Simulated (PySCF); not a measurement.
Species: NaCl.
Structure used (PBE0-D3(BJ)/def2-SVP), in Å, numbered top down from 1:
```
atom  x, y, z in Å
Na1    1.2807    0.3189    0.0513
Cl2   -1.0585    0.3275    0.0410
```

Level of theory: PySCF, PBE0-D3(BJ)/def2-SVP geometry optimisation, gas phase.

Masses are those of the commonest isotopes; rigid-rotor values at the optimised geometry. 

What are the moment of inertia and the rotational constant?

I = 75.902 u·Å², B = 505379 MHz·u·Å²/I = 6658 MHz (0.2221 cm⁻¹, or 0.320 K as hB/k). For two atoms I = μr² with μ = 13.8707 u and r = 2.3393 Å.

List the first levels of a rigid rotor in a Σ state.

E(J) = BJ(J+1): J = 1: 0.444, J = 2: 1.333, J = 3: 2.665, J = 4: 4.442, J = 5: 6.663, J = 6: 9.328 cm⁻¹.

Where do the first rotational lines fall?

The dipole is 8.22 D; J+1 ← J lies at 2B(J+1): 1 ← 0 at 13.32 GHz, 2 ← 1 at 26.63 GHz, 3 ← 2 at 39.95 GHz, 4 ← 3 at 53.27 GHz, 5 ← 4 at 66.58 GHz, 6 ← 5 at 79.90 GHz.

No frequency check. Constants of a rigid frame at the computed geometry: no zero-point averaging, no centrifugal distortion.

Hardware: an Intel Xeon Platinum 8259CL at 2.50 GHz with one thread, shared host with 96 logical CPUs at a one-minute load of 40. Cost: 2.8 s, 0.24 GiB resident at most. That covers the optimisation of the geometry.
